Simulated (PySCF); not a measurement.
Species: 2-chloro-3-methylbutane, C5H11Cl.
Atom-mapped SMILES: `[CH3:1][CH:2]([CH3:3])[C@H:4]([CH3:5])[Cl:6]` (hydrogens: H7, H8, H9 on C1; H10 on C2; H11, H12, H13 on C3; H14 on C4; H15, H16, H17 on C5)

A GFN2-xTB structure was refined with PBE0-D3(BJ)/def2-SVP geometry optimisation, gas phase (PySCF 2.14.0). Its GFN2-xTB values:

```tsv
coordinate	GFN2-xTB
C1–C2	1.528 Å
C1–H7	1.087 Å
C2–C3	1.530 Å
C2–C4	1.531 Å
C2–H10	1.095 Å
C3–H11	1.087 Å
C3–H12	1.088 Å
C4–C5	1.519 Å
C4–Cl6	1.799 Å
C4–H14	1.094 Å
C5–H15	1.088 Å
C1–C2–C3	109.6°
C1–C2–C4	110.7°
C2–C4–C5	114.4°
C2–C4–Cl6	109.0°
C3–C2–C4	110.7°
C5–C4–Cl6	107.5°
```

Question: How do these coordinates change at the PBE0-D3(BJ)/def2-SVP level?

Answer: 
```csv
coordinate,PBE0-D3(BJ)/def2-SVP (Å or °),change
C4–Cl6,1.814,+0.015
C3–H12,1.103,+0.015
C1–H7,1.100,+0.013
C3–H11,1.100,+0.013
C5–H15,1.101,+0.013
C2–H10,1.105,+0.010
C4–H14,1.102,+0.008
C4–C5,1.514,-0.005
C1–C2,1.524,-0.004
C2–C3,1.528,-0.002
C2–C4,1.531,0.000
C1–C2–C4,111.9,+1.2
C1–C2–C3,110.4,+0.8
C2–C4–C5,115.2,+0.8
C2–C4–Cl6,109.7,+0.7
C5–C4–Cl6,107.8,+0.3
C3–C2–C4,110.9,+0.2
```

The energy falls by 4.2 kJ/mol over 4 energy and gradient evaluations, the largest force component goes from 0.0135 to 4.4e-04 Eh/bohr, and the atoms move by 0.028 Å rms after alignment. Among the bonds, C4–Cl6, C1–H8 and C3–H12 change most and about equally (+0.015 Å). Bonds longer at the end by more than 0.005 Å: 12 of 16; shorter: 1. Rotational constants go from 3780, 2146, 1465 to 3756, 2119, 1447 MHz.

The run used 143 basis functions and 27 SCF cycles in all. Time: 30 s; peak memory 0.72 GiB. Hardware: one thread, Intel Xeon 6975P-C (x86_64), no GPU, shared host with 32 logical CPUs at a one-minute load of 24.

PBE0-D3(BJ)/def2-SVP frequencies: not computed here. The numbers are those of one conformer.

The values belong to the conformer `[CH3:1][CH:2]([CH3:3])[C@H:4]([CH3:5])[Cl:6]`: C1–C2–C4–C5 -178°.
